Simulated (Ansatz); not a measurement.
Density of states of SrZn₂ (Imma, a = 4.749 Å, b = 7.724 Å, c = 7.644 Å, α = 90.00°, β = 90.00°, γ = 90.00°), in states per eV and primitive cell, averaged over bins of 0.4 eV. Level of theory: DFT r2SCAN, scalar-relativistic, plane waves, PAW in Ansatz.

Cutoff 500 eV; k points 10×10×10 on the computed 6-atom cell (Γ-centred); Gaussian smearing, width 0.10 eV; no spin polarisation.

The cell is relaxed at this level. The states (both spins) are summed by tetrahedra on a 15×15×15 mesh at the self-consistent density. Energies are bin centres; the table starts no lower than −8 eV and ends at 6 eV, or lower where the solved bands end.

It is a metal at this level.

```tsv
E − E_F (eV)	total	Zn 3d	Zn 4s	Sr 5s	Sr 4p
-7.65	30.72	30.00	0.52	0.13	0.02
-7.25	49.45	48.03	1.07	0.22	0.04
-6.85	21.00	20.48	0.31	0.17	0.01
-6.45	1.24	0.30	0.66	0.24	0.02
-6.05	1.11	0.16	0.72	0.19	0.02
-5.65	1.03	0.11	0.74	0.14	0.02
-5.25	1.27	0.11	0.92	0.20	0.02
-4.85	2.37	0.18	1.88	0.22	0.04
-4.45	1.65	0.10	1.35	0.11	0.02
-4.05	1.63	0.07	1.29	0.16	0.01
-3.65	1.33	0.05	1.00	0.17	0.01
-3.25	1.10	0.03	0.83	0.11	0.01
-2.85	1.23	0.03	0.90	0.12	0.00
-2.45	1.31	0.03	0.90	0.15	0.00
-2.05	1.74	0.02	0.71	0.62	0.01
-1.65	1.49	0.02	0.54	0.47	0.00
-1.25	1.90	0.02	0.51	0.64	0.01
-0.85	2.88	0.02	0.46	0.82	0.01
-0.45	3.49	0.02	0.30	0.53	0.00
-0.05	3.30	0.01	0.23	0.21	0.00
0.35	3.62	0.01	0.16	0.16	0.00
0.75	2.83	0.01	0.13	0.16	0.00
1.15	1.38	0.01	0.08	0.07	0.00
1.55	2.13	0.01	0.15	0.23	0.00
1.95	4.27	0.02	0.19	0.35	0.00
2.35	3.18	0.01	0.14	0.15	0.00
2.75	2.60	0.01	0.13	0.07	0.00
3.15	2.83	0.01	0.22	0.14	0.00
3.55	3.87	0.01	0.32	0.20	0.00
3.95	3.93	0.01	0.31	0.13	0.00
4.35	3.84	0.01	0.32	0.19	0.00
4.75	4.35	0.01	0.19	0.15	0.00
5.15	4.73	0.01	0.18	0.20	0.00
5.55	4.48	0.00	0.17	0.12	0.00
```

The columns after the total are the Löwdin projections on the occupied valence shells of the potentials. The rest of the total lies in shells that are empty in the free atom, which aren't projected, and between the atoms.